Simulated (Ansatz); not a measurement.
C3H5N can be A, `CCC#N`, or B, `C=CC=N`.

Isolated molecules relaxed with PBE0-D4/def2-TZVP in Ansatz; ΔE leaves out vibrations. CCSD(T)/CBS is the MP2 limit (def2-TZVPP, def2-QZVPP) plus CCSD(T) − MP2 in def2-TZVPP, frozen cores. DFT in def2-TZVPP. B3LYP here is the variant with VWN-RPA as its local correlation; programs differ in this. One conformer a species, not always the lowest.

A:

```xyz
9

C     0.046    1.015    0.099
C    -0.298   -0.388   -0.391
C     0.358   -1.425    0.392
N     0.884   -2.230    1.021
H     1.119    1.198    0.036
H    -0.467    1.757   -0.514
H    -0.262    1.153    1.136
H    -0.003   -0.517   -1.436
H    -1.377   -0.562   -0.344
```

B:

```xyz
9

C    -1.055   -0.057    0.791
C     0.112   -0.566    0.413
C     0.860   -0.122   -0.775
N     0.876    1.034   -1.293
H    -1.572   -0.416    1.672
H    -1.546    0.725    0.218
H     0.549   -1.388    0.975
H     1.475   -0.888   -1.256
H     0.300    1.678   -0.746
```

(1) Which is lower in electronic energy at CCSD(T)/CBS, and by how much? (An estimate is asked.)

(2) Give E(B) − E(A) in kJ/mol with CCSD/def2-TZVPP, LDA (SPW92), BLYP-D4, B2PLYP, B3LYP, CCSD(T)/def2-SVP, r2SCAN-D4. (Best estimate.)

(3) Does the order hold for the free energy at 298.15 K (harmonic terms from PBE0-D4)? (Best estimate.)

Largest T1 diagnostic: 0.012.

## Answers

(1) Computed: A, by 96.7 kJ/mol.

(2) The calculation gave: CCSD/def2-TZVPP 105.4, LDA (SPW92) 76.5, BLYP-D4 83.2, B2PLYP 101.7, B3LYP 90.8, CCSD(T)/def2-SVP 108.4, r2SCAN-D4 90.3. None reverses the order clearly.

(3) Ansatz gave: Yes: G(B) − G(A) = +96.4 kJ/mol, for one conformer each.

From BLYP to BHLYP (50 % exact exchange), in def2-TZVPP and without D4, E(B) − E(A) moves by +10.6 kJ/mol. Leaving LDA and LC-ωPBE aside and taking each functional with its dispersion term where it has one, the values, not all of them listed here, spread over 22.2 kJ/mol, from BLYP-D4 to PBE-QIDH. LDA lies −9.0 kJ/mol from PBE without D4.
